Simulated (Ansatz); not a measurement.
What does this script print? It uses the Python package of Ansatz (0.2.0).

`c2h3s.py`:
```python
# -*- coding: utf-8 -*-
'''Relax C2H3S cheaply, then refine its energy.'''

import itertools
import warnings

import ansatz as az
from ase import Atoms
from ase.data import atomic_numbers, covalent_radii
import numpy as np

BASIS = 'def2-SVP'
XC = 'PBE0'

warnings.simplefilter('ignore', az.DeckWarning)

atoms = Atoms(['C', 'C', 'S', 'H', 'H', 'H'], positions=[
    (0.8033, -0.0624, -0.5408),
    (-0.5617, -0.0556, -0.0165),
    (0.3882, 1.4519, 0.427),
    (1.45, -0.7193, 0.0786),
    (-0.741, -0.7412, 0.8389),
    (-1.3387, 0.1265, -0.7871),
])
geometry = az.Crystal.molecule_from_ase(atoms)

setup = (
    geometry.calculation()
    .basis(gaussian=BASIS)
    .functional(XC)
    .spin('collinear', total=1)
)
symbols = [site.symbol for site in geometry.cartesian_sites]
start = np.array([site.position_ang for site in geometry.cartesian_sites], dtype=float)
r = setup.relax(force_tolerance=0.01).run(threads=1, pin='off').report
end = np.array(r['positions_ang'])
# pairs closer than 1.2 times the sum of covalent radii, before or after
radius = [covalent_radii[atomic_numbers[s]] for s in symbols]
span = lambda where, i, j: np.linalg.norm(where[i] - where[j])
bonded = [(i, j) for i, j in itertools.combinations(range(len(symbols)), 2) if min(span(start, i, j), span(end, i, j)) < 1.2 * (radius[i] + radius[j])]
print('pair        before    after (A)')
for i, j in bonded:
    print(f'{symbols[i]}{i}-{symbols[j]}{j}'.ljust(10), f'{span(start, i, j):8.4f} {span(end, i, j):8.4f}')

minimum = az.Crystal.molecule()
for symbol, place in zip(symbols, end):
    minimum = minimum.atom(symbol, place.tolist())
at_minimum = minimum.calculation().spin('collinear', total=1)
# MP2 extrapolated to the basis limit, plus the small-basis difference CCSD(T) - MP2
level = lambda method, basis: at_minimum.basis(gaussian=basis).correlation(method).run(threads=1, pin='off').report
small, large, cluster = level('mp2', 'cc-pVDZ'), level('mp2', 'cc-pVTZ'), level('ccsd_t', 'cc-pVDZ')
corr = lambda each: (each['free_energy_ev'] - each['reference_energy_ev']) / 27.211386246
mp2_limit = (27 * corr(large) - 8 * corr(small)) / 19
pieces = {'HF / cc-pVTZ': large['reference_energy_ev'] / 27.211386246, 'MP2 correlation, DZ-TZ limit': mp2_limit, 'CCSD(T) - MP2 / cc-pVDZ': corr(cluster) - corr(small)}
for name, value in pieces.items():
    print(f'{name:32s} {value:14.6f} Ha')
print(f'{"sum":32s} {sum(pieces.values()):14.6f} Ha')
print('T1 diagnostic', round(cluster['correlation']['coupled_cluster']['t1_diagnostic'], 4))
```

`python c2h3s.py` gives:
```text
pair        before    after (A)
C0-C1        1.4622   1.4539
C0-S2        1.8445   1.7260
C0-H3        1.1106   1.0925
C1-S2        1.8362   1.8400
C1-H4        1.1108   1.0990
C1-H5        1.1094   1.0973
HF / cc-pVTZ                        -474.971607 Ha
MP2 correlation, DZ-TZ limit          -0.521728 Ha
CCSD(T) - MP2 / cc-pVDZ               -0.050013 Ha
sum                                 -475.543348 Ha
T1 diagnostic 0.0226
```

Reading the output:
- Total energies depend on the basis set; only differences at equal settings carry meaning.
- The sum leaves out core correlation, relativity, the Hartree-Fock basis error and zero-point energy; a DZ-TZ extrapolation is rough.
- The species is open-shell (spin multiplicity 2).
- Inner cores stay frozen, so this is valence correlation.
- For Al to Cl the sets with a tight d function, cc-pV(X+d)Z, are usual.
- An extrapolation from small basis sets is rough.
- Timing: 27 s on 1 thread of Arm Neoverse V1, with other jobs on the host, peak memory 0.3 GiB.

(A comment or docstring line of the script was reworded after the run, the code is as it ran; lines on the test bed's own set-up are left out of the output.)
